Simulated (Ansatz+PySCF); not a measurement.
Values are calculated unless marked as measured or tabulated.
## Ansatz (development build ahead of 0.2.0) run

```yaml
crystal:
  periodic: [false, false, false]
  atoms:
    - { symbol: C, position_ang: [1.24998, 0.01234, 0.00217] }
    - { symbol: C, position_ang: [0.34918, 1.11347, -0.03394] }
    - { symbol: C, position_ang: [-0.99395, 0.68032, -0.03673] }
    - { symbol: C, position_ang: [-1.01646, -0.68358, -0.00416] }
    - { symbol: C, position_ang: [0.35921, -1.16337, -0.04392] }
    - { symbol: H, position_ang: [2.26089, 0.02172, -0.02642] }
    - { symbol: H, position_ang: [0.73718, 2.22113, 0.02113] }
    - { symbol: H, position_ang: [-1.9064, 1.36166, 0.00936] }
    - { symbol: H, position_ang: [-1.87881, -1.3066, 0.01333] }
    - { symbol: H, position_ang: [0.75861, -2.19578, -0.00351] }
basis:
  gaussian: { orbitals: def2-SVP }
total_charge: -1
hamiltonian:
  xc: pbe
scf:
  omitted_lower_state_checks: [stability, starts, atomic_configurations, cluster_reference, orbital_swaps, given_window_search, neighbouring_geometries, increment]
output:
  forces: true
```

The input is written out in the form of the current development build from the run's settings.

Output:

```
Converged                       : yes
Total energy                    : -193.10246 hartree
Spin squared of the determinant : 0.000
```

Forces (eV/Å):
| atom | Fx | Fy | Fz |
| --- | --- | --- | --- |
| C1 | -6.015 | -1.344 | -0.335 |
| C2 | 1.757 | 2.424 | 0.287 |
| C3 | -0.990 | 2.917 | 0.228 |
| C4 | 2.350 | -2.292 | -0.284 |
| C5 | 0.566 | 1.281 | 0.481 |
| H6 | 3.853 | 0.053 | -0.069 |
| H7 | -0.818 | -1.547 | -0.165 |
| H8 | 0.845 | -0.582 | -0.094 |
| H9 | -1.171 | -0.858 | -0.009 |
| H10 | -0.377 | -0.051 | -0.041 |

Caution: no diffuse functions for an anion.
